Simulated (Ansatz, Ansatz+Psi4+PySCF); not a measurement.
```xyz
2

F     0.0000    0.0000   -1.0848
Cl    0.0000    0.0000    0.5743
```

Basis set: cc-pVTZ on F; cc-pV(T+d)Z on Cl (spherical functions). Correlated methods keep 6 orbitals frozen. Charge 0, multiplicity 1.

Computed with Ansatz (development build ahead of 0.2.0); each method stands on the lowest determinant of its kind that the runs found. Restricted open shells among the atoms or ions are ROHF, correlated in semicanonical orbitals with singles.

(1) Give the atomization energy at this shape (free ground-state atoms in the same class of orbitals less the molecule, no zero-point energy) of singlet ClF by RHF-CCSD(T), RHF-CCSD, RHF-MP2, UHF-MP2.

Results:

(1)

```csv
method,atomization energy
RHF-CCSD(T),233.7 kJ/mol
RHF-CCSD,214.1 kJ/mol
RHF-MP2,254.5 kJ/mol
UHF-MP2,258.0 kJ/mol
```
